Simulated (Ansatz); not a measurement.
We consider fluorite CdF2, described by r²SCAN-D4 in Ansatz (plane waves, PAW).

Settings: plane-wave cutoff 560 eV, 12×12×12 k mesh, Fermi–Dirac smearing 0.01 eV, scalar-relativistic PAW data made under PBE.

Cell (relaxed at this level):

```
CdF2
1.0
    0.00000     2.68786     2.68786
    2.68786     0.00000     2.68786
    2.68786     2.68786     0.00000
Cd F
1 2
Direct
  0.00000   0.00000   0.00000
  0.25000   0.25000   0.25000
  0.75000   0.75000   0.75000
```

Question: Predict the bulk modulus, band gap, smallest direct gap on the k points sampled and pressure derivative B′ of the bulk modulus.

Answer: 
- bulk modulus: 115 GPa
- band gap: 3.82 eV
- smallest direct gap on the k points sampled: 4.32 eV
- pressure derivative B′ of the bulk modulus: 4.8

Measured, for comparison: band gap 7.8 eV (temperature not stated, no zero-point or thermal correction, indirect W–Γ; as tabulated in Cappellini et al. (2013), arXiv:1302.2571).

Spin–orbit coupling is not included.

The computed numbers hold no vibrational or temperature effects.

Cost on a shared machine: around 100 core-seconds (rough).

Ansatz is a quantum-chemistry and plane-wave program.
